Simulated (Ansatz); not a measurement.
Ansatz (an electronic-structure program) input (RI-MP2/def2-QZVPP):
A basis named .json is the Basis Set Exchange file of that set.

Ansatz 0.2 input:
```yaml
crystal:
  periodic: [false, false, false]
  atoms:
    - {symbol: C, position_ang: [0.68557570, 0.01996936, -0.04302839]}
    - {symbol: O, position_ang: [-0.67114813, -0.11794294, 0.00291587]}
    - {symbol: H, position_ang: [-1.09096757, 0.74480543, -0.08162056]}
    - {symbol: H, position_ang: [1.12524882, 0.98016746, 0.19378078]}
    - {symbol: H, position_ang: [1.22144963, -0.90124554, 0.12268310]}
basis:
  gaussian:
    orbitals: def2-QZVPP.json
    fitting: {mean_field: def2-universal-jkfit, correlation: def2-QZVPP-RIFIT.json}
magnetization: {spin_polarized: true, initial_magnetization: 1}
correlation: {method: mp2, electrons: outside_noble_gas}
```

End of the output:

```
integrals: 0.12 GiB planned
206 factors; integrals over basis functions are off by at most 1.6e0 eV
450 factors; integrals over basis functions are off by at most 5.7e-1 eV
mean field: 0.42 GiB planned
mean field evaluation 1: about -3113.3864 eV, gradient 1.9e1 eV
mean field evaluation 2: about -3114.6036 eV, gradient 9.9e0 eV
mean field evaluation 4: about -3114.9805 eV, gradient 8.3e-1 eV
mean field evaluation 8: about -3114.9955 eV, gradient 2.9e-6 eV
mean field -3114.99550000 eV, -114.4739732051 hartree, gradient 2.9e-6 eV, S^2 0.762370; 0 other end points of the search recorded, 0 dependent functions left out
2 core orbitals not correlated
reference -3114.99550000 eV, -114.4739732051 hartree; 7, 6 occupied and 195, 196 virtual orbitals, 450 factors
second order -11.47106977 eV of doubles, -0.00000000 eV of singles
Total energy: -3126.46656977 eV, -114.8955272439 hartree
```

It need not be the lowest isomer of its formula.
